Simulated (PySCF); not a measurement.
**F: ionisation energy**

F [He] 2s2 2p5 (2P) → F⁺ [He] 2s2 2p4 (3P), as a difference of total energies. Calculation: PySCF 2.14, in dyall-acv3z; the non-relativistic Hamiltonian (point nucleus). Correlated levels: valence: 1s2 frozen; virtual orbitals above 40 to 60 times the deepest correlated orbital energy dropped. The calculations carry no spin-orbit coupling.

```csv
method,ionisation energy (eV),error (eV)
UHF,15.652,-1.775
MP2 (valence),17.302,-0.125
SCS-MP2 (valence),17.293,-0.134
CCSD (valence),17.194,-0.233
CCSD(T) (valence),17.255,-0.172
```

Reference: 17.427 eV (measured; NIST levels, between the centres of gravity of the two terms).

Errors of the correlated levels include the incompleteness of this basis and the frozen core.
